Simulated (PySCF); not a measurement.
**Argon: highly charged ions in a basis for the neutral atom**

Ar⁸⁺ [Ne], Ar⁹⁺ [He] 2s2 2p5. All numbers are calculated (PySCF 2.14, no relativity, point nucleus, in def2-TZVP (5s5p2d1f, 37 functions)). No spin-orbit coupling, so a gap to NIST mixes the basis error with missing relativistic terms.

Changed run: basis of the neutral atom used for a highly charged ion. This setting is unsound on purpose.

```
species  method  sound run (hartree)  changed run (hartree)  converged
   Ar⁸⁺     UHF              not run             -505.95626        yes
   Ar⁸⁺    PBE0              not run             -506.19007        yes
   Ar⁸⁺  r2SCAN              not run             -506.35734        yes
   Ar⁹⁺     UHF              not run             -490.46098        yes
   Ar⁹⁺    PBE0              not run             -490.65614        yes
   Ar⁹⁺  r2SCAN              not run             -490.80473        yes
```

Ionisation energy of Ar⁸⁺:

```tsv
method	changed run (eV)	NIST (eV)
UHF	421.65	422.6 ± 0.06
PBE0	422.70	422.6 ± 0.06
r2SCAN	423.21	422.6 ± 0.06
```

The contracted functions were made for the neutral atom and can be too rigid for a highly charged ion.
